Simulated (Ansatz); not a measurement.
# Zr3Cl2: from a trial structure to a relaxed crystal

Method: Ansatz 0.2.0, DFT PBE, scalar-relativistic, plane waves, PAW. Cutoff 420 eV, Γ-centred k mesh, Gaussian smearing, no spin polarisation in the final step.

Zr3Cl2 was placed on the anti-corundum structure type (R-3c, No. 167), with Cl in place of Al, Zr in place of O, at a guessed volume.

```yaml
crystal:
  lattice:
    - [3.19010, 1.84180, 5.80645]
    - [-3.19010, 1.84180, 5.80645]
    - [0.00000, -3.68360, 5.80645]
  atoms:
    - { symbol: Zr, position: [0.05625, 0.44375, 0.75000] }
    - { symbol: Zr, position: [0.75000, 0.05625, 0.44375] }
    - { symbol: Zr, position: [0.44375, 0.75000, 0.05625] }
    - { symbol: Zr, position: [0.94375, 0.55625, 0.25000] }
    - { symbol: Zr, position: [0.25000, 0.94375, 0.55625] }
    - { symbol: Zr, position: [0.55625, 0.25000, 0.94375] }
    - { symbol: Cl, position: [0.85218, 0.85218, 0.85218] }
    - { symbol: Cl, position: [0.64782, 0.64782, 0.64782] }
    - { symbol: Cl, position: [0.14782, 0.14782, 0.14782] }
    - { symbol: Cl, position: [0.35218, 0.35218, 0.35218] }
```

Cell and atoms relax at zero pressure; the relaxation can't lower the symmetry of the start. After a coarse first stage the cell is made exact in the group found at 0.06 Å.

Energies over the elements count from the elements' standard structures at the same level (Cl₂ as a molecule), with no empirical corrections.

(1) Describe the relaxed structure.

(2) What are its volume, energy, density and gap?

## Answers

(1) It keeps R-3c (No. 167). The result has the corundum structure. Conventional cell: a = 5.921 Å, c = 19.776 Å. Around Zr lie 4 Cl at 2.54–2.64 Å; Cl has 6 Zr at 2.54–2.64 Å.

```cif
data_structure
_symmetry_space_group_name_H-M 'R-3c:H'
_symmetry_Int_Tables_number 167
_cell_length_a 5.9215
_cell_length_b 5.9215
_cell_length_c 19.7755
_cell_angle_alpha 90.000
_cell_angle_beta 90.000
_cell_angle_gamma 120.000
_cell_volume 600.50
loop_
_atom_site_label
_atom_site_type_symbol
_atom_site_symmetry_multiplicity
_atom_site_Wyckoff_symbol
_atom_site_fract_x
_atom_site_fract_y
_atom_site_fract_z
_atom_site_occupancy
Zr1 Zr 18 e 0.68212 0.66667 0.41667 1
Cl1 Cl 12 c 0.33333 0.66667 0.49990 1
```

(2) The volume per atom is 20.02 Å³, the density is 5.72 g/cm³ and the energy over the elements is -0.37 eV/atom. The gap on the 12×12×12 mesh is 0 eV (a metal).

The final run used a 12×12×12 mesh on its 10-atom cell and 0.10 eV smearing. The k mesh leaves about 4 meV/atom of noise in metals. A structure relaxed within its symmetry needn't be a true minimum. The steps took roughly 7 core-minutes in all.